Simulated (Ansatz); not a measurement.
# FNSi: the cost of one run

The runs use Ansatz 0.2.0, Gaussian basis; def2-QZVPP, all electrons in the functionals.

To be run: PBE, BLYP, r2SCAN, B97M-V, PBE0, B3LYP, at charge 0, triplet; charge 0, singlet; charge 0, quintet; charge 1, doublet; charge 1, quartet.

2 further runs of the same task are left out: 2 set aside as unsound or not needed.

## Step 1: What is computed

The geometry is a PBE0/def2-TZVP stationary point (not a proven minimum).

3 atoms, charge 0, spin multiplicity 3.

Atoms are counted from 1 here; the program's logs count them from 0.

Bond lengths: F1–Si3 1.593 Å, N2–Si3 1.670 Å. Angles: F1–Si3–N2 114.3°.

No dispersion term is added; B97M-V holds VV10 nonlocal correlation. B3LYP takes the VWN-RPA correlation.

The geometry shown and the zero of energy belong to the point charge 0, triplet. The yardstick, UCCSD(T), and other wave-function levels (R restricted, U unrestricted, valence and pair active spaces) come from earlier runs.

## Step 2: PBE, charge 0, triplet

Contents of in.yaml:

```yaml
crystal:
  periodic: [false, false, false]
  atoms:
    - {symbol: F, position_ang: [0.000000, 0.363379, 1.250957]}
    - {symbol: N, position_ang: [0.000000, 0.458595, -1.488424]}
    - {symbol: Si, position_ang: [0.000000, -0.474516, -0.103907]}
basis:
  gaussian: {orbitals: "def2-QZVPP.json"}
magnetization: {spin_polarized: true, initial_magnetization: 2}
hamiltonian: {xc: {name: PBE}}
output: {orbitals: {seedname: orbitals}}
```

Run with:

```
> ansatz run in.yaml --threads 1 --pin off --events-out ev --progress --plain --max-ram 2393MiB
```

**Question.** How long does this run take on 1 thread of Arm Neoverse V2, shared host, and how much memory does it need?

About 16 s, with a peak of 0.3 GiB.
